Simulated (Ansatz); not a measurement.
Ansatz (a quantum-chemistry and plane-wave program) input (B3LYP/cc-pVDZ):

Ansatz 0.2 input:
```yaml
crystal:
  periodic: [false, false, false]
  atoms:
    - {symbol: O, position_ang: [0.00702152, 0.00134342, 0.11666744]}
    - {symbol: H, position_ang: [-0.04995842, 0.75929218, -0.47415850]}
    - {symbol: H, position_ang: [-0.00621371, -0.77003954, -0.45918106]}
basis:
  gaussian:
    orbitals: cc-pVDZ
hamiltonian:
  xc: {name: B3LYP}
magnetization: {spin_polarized: false}
```

Output:

```
Functional definition: B3LYP
integrals: 0.00 GiB planned
251 factors; their error is unknown
mean field: 0.05 GiB planned
mean field evaluation 1: about -2075.7985 eV, gradient 4.7e1 eV
mean field evaluation 2: about -2072.1697 eV, gradient 6.6e1 eV
mean field evaluation 4: about -2079.5108 eV, gradient 1.4e-1 eV
mean field evaluation 8: about -2079.5058 eV, gradient 3.7e-3 eV
mean field -2079.50578588 eV, -76.4204280913 hartree, gradient 2.3e-5 eV, S^2 0.000000; 0 other end points of the search recorded, 0 dependent functions left out
reference -2079.50589731 eV, -76.4204321865 hartree; 5, 5 occupied and 19, 19 virtual orbitals, 251 factors
Total energy: -2079.50589731 eV, -76.4204321865 hartree
```
